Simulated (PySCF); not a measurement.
Method used: core-valence-separated Tamm–Dancoff BHandHLYP/aug-pcX-1 (pcseg-1 on H) in PySCF, non-relativistic, gas phase, PBE0-D3(BJ)/def2-SVP geometry. No empirical shift is added; at this level the pattern usually sits a few eV under experiment.

Main lines of an unknown, eV (oscillator strength): C K: 284.0 (0.130), 285.7 (0.019), 286.4 (0.062), 286.5 (0.057), 286.6 (0.023); N K: 397.4 (0.126). Listed: the first five lines at most of each edge with a tenth or more of its strongest line's intensity; roots within 0.03 eV on the same or equivalent atoms are summed. Only the lowest roots were sought, and the top ones are left out.

Task: Which candidate gives them?
A. `CC(C)C#N`
B. `[H]/N=C\CC=C`
C. `C=C=CCN`

Result: A. 

- `CC(C)C#N`: C K: 284.0 (0.130), 285.7 (0.019), 286.4 (0.062), 286.5 (0.057), 286.6 (0.023); N K: 397.4 (0.126). First C line listed at 284.0 eV, hole on the nitrile carbon (1s→π*); first N line listed at 397.4 eV, hole on the nitrile nitrogen (1s→π*).
- `[H]/N=C\CC=C`: C K: 282.5 (0.058), 282.7 (0.063), 283.0 (0.071), 285.8 (0.010), 286.1 (0.019); N K: 396.1 (0.059), 399.7 (0.021), 402.2 (0.008). First C line listed at 282.5 eV, hole on the terminal =CH2 carbon (1s→π*); first N line listed at 396.1 eV, hole on the imine nitrogen.
- `C=C=CCN`: C K: 283.1 (0.065), 283.2 (0.056), 283.3 (0.061), 283.3 (0.062), 285.3 (0.009); N K: 399.2 (0.013), 400.2 (0.033), 400.7 (0.017), 401.2 (0.005), 401.3 (0.005). First C line listed at 283.1 eV, hole on the central carbon of cumulated double bonds; first N line listed at 399.2 eV, hole on the primary amine nitrogen.

One conformer each; other structures than these candidates weren't tested.
